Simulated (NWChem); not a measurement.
A calculation on butadiene (C₄H₆)

```xyz
10

C     -1.7280    -0.6628     0.0000
C     -0.7001     0.1973     0.0000
C      0.7001    -0.1973     0.0000
C      1.7280     0.6628     0.0000
H     -1.5632    -1.7451     0.0000
H     -2.7643    -0.3169     0.0000
H     -0.9023     1.2755     0.0000
H      0.9023    -1.2755     0.0000
H      2.7643     0.3169     0.0000
H      1.5632     1.7451     0.0000
```
Charge 0, spin multiplicity 1.

The numbers come from NWChem runs, not from measurements. Structure: optimised with PBE0/def2-SVP, a minimum by its harmonic frequencies. It is one conformer; others weren't searched.

Symmetry labels belong to the abelian group C2h used in the runs, with the axes of the coordinates shown.

B3LYP has NWChem's definition, with VWN1-RPA local correlation.

Q: List the lowest 6 singlet excitations that TD-B3LYP/def2-SVP, VWN1-RPA local correlation gives, with oscillator strengths.

A: 
| state | symmetry | energy (eV) | wavelength (nm) | f |
|---|---|---|---|---|
| 1 | bu | 5.96 | 208 | 0.673 |
| 2 | ag | 7.12 | 174 | 0.000 |
| 3 | au | 7.18 | 173 | 0.001 |
| 4 | au | 7.44 | 167 | 0.000 |
| 5 | bg | 7.74 | 160 | 0.000 |
| 6 | au | 8.02 | 155 | 0.003 |
